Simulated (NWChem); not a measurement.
# Si₂, triplet; SMILES [Si]=[Si]

Program: NWChem. Pople sets run with spherical d functions. Spin-unrestricted. The state is orbitally degenerate and is run as one real component. All runs use the structure optimised with PBE0-D3(BJ)/def2-TZVP, spin-unrestricted. No stability test was run on the SCF state. B3LYP is NWChem's, with the RPA form of VWN correlation. Level: B3LYP/6-31G* with SMD (1 M gas to 1 M solution), gas-phase geometry. Reactions with the solvent are ignored.

### Question
Predict the results for solvent toluene. Quantities: solvation free energy (kcal/mol); cavity-dispersion-structure term (kcal/mol).

### Answer
solvation free energy (kcal/mol): -2.3
cavity-dispersion-structure term (kcal/mol): -1.8
